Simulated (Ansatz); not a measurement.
## Ansatz (development build ahead of 0.2.0) run

```yaml
crystal:
  periodic: [false, false, false]
  atoms:
    - { symbol: O, position_ang: [0.0, 0.0, 0.0] }
    - { symbol: H, position_ang: [0.0, 0.0, 2.369] }
basis:
  gaussian: { orbitals: "6-31G" }
total_charge: 1
magnetization:
  spin_polarized: true
  initial_magnetization: 2
hamiltonian:
  xc: hf
scf:
  omitted_lower_state_checks: [starts, atomic_configurations, cluster_reference, orbital_swaps, given_window_search, neighbouring_geometries, increment]
output:
  forces: true
```

The input is written out in the form of the current development build from the run's settings.

Results

```json
{
  "Converged": "yes",
  "Total energy": "-74.84893 hartree",
  "Spin squared of the determinant": "2.865",
  "Stability test": "minimum"
}
```

Forces (eV/Å):
```tsv
atom	Fx	Fy	Fz
O1	0.000	0.000	0.659
H2	0.000	0.000	-0.659
```

Caution: the unrestricted determinant is a mixture of spin states.
